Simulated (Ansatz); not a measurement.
# AlN2H (singlet): the correlation ladder, cc-pVDZ

The task here is to estimate one member of a computed series from the others.

The runs use Ansatz 0.2.0, Gaussian basis; cc-pVDZ, core rule «outside noble gas», up to 7 orbitals frozen.

To be run: UHF; CCSD(T) on RHF; CCSD(T) on UHF; BCCD(T) on RHF; CISD; CCSDT(Q) on RHF; CCSDT(Q) on UHF.

21 further runs of the same task are left out: 1 for a known fault of the program, 9 that didn't finish, 11 set aside as unsound or not needed.

## The system

The geometry is a PBE0/def2-TZVP stationary point (not a proven minimum).

4 atoms, charge 0, spin multiplicity 1.

Atoms are counted from 1 here; the program's logs count them from 0.

Bond lengths: N1–Al2 1.782 Å, Al2–N3 1.700 Å, N3–H4 1.013 Å. Angles: N1–Al2–N3 169.0°, Al2–N3–H4 128.2°.

Set-up of the first run:

in.yaml reads:

```yaml
crystal:
  periodic: [false, false, false]
  atoms:
    - {symbol: N, position_ang: [0.000001, -0.146343, 2.357990]}
    - {symbol: Al, position_ang: [-0.000018, -0.038788, 0.578860]}
    - {symbol: N, position_ang: [-0.000004, -0.261109, -1.106120]}
    - {symbol: H, position_ang: [0.000020, 0.446240, -1.830730]}
basis:
  gaussian: {orbitals: cc-pVDZ}
magnetization: {spin_polarized: true, initial_magnetization: 0}
hamiltonian: {xc: hf}
output: {orbitals: {seedname: orbitals}}
```

Launch:

```
ansatz run in.yaml --threads 1 --pin off --events-out ev --progress --plain --max-ram 2393MiB
```

Steps of the session up to this table: UHF; CCSD(T) on RHF; CCSD(T) on UHF; BCCD(T) on RHF; CISD; CCSDT(Q) on RHF; CCSDT(Q) on UHF.

One of the session's tables, all rows but one given; the rest of the session is left out.

```
   method  from RCCSDT(Q) (meV)
      RHF              +13661.1
     RMP2               +3932.8
     UMP2               +2826.7
     CISD               +4385.4
    RCCSD               +2878.8
    UCCSD               +1917.3
 RCCSD(T)               +1774.3
 UCCSD(T)               +1303.0
  BCCD(T)               +1987.6
   RCCSDT                     ?
   UCCSDT                +967.7
RCCSDT(Q)                     0
UCCSDT(Q)                +749.9
```

**Question.** Estimate the row for RCCSDT.

As computed: from RCCSDT(Q) (meV): +1816.2. In the column «from RCCSDT(Q) (meV)» it lies between RCCSD(T) (+1774.3) and UCCSD (+1917.3).

Left out of the table: UHF (another determinant or state than the rows shown).

Caveats from the session: The determinant is far from a pure spin state, so its energy mixes those of several spin states (harmless only where they are near-degenerate, as at dissociation). The program flags UCCSD(T), BCCD(T), RCCSDT(Q), UCCSDT(Q) as in doubt, so the zero of the table is itself unsure. Warnings: restricted reference is unstable; spin contamination; coupled cluster took another determinant than the lowest; large T1 diagnostic. Restricted and unrestricted rows rest on different reference determinants; where their highest levels disagree by more than a few hundredths of an eV, they describe different states and don't form one ladder.
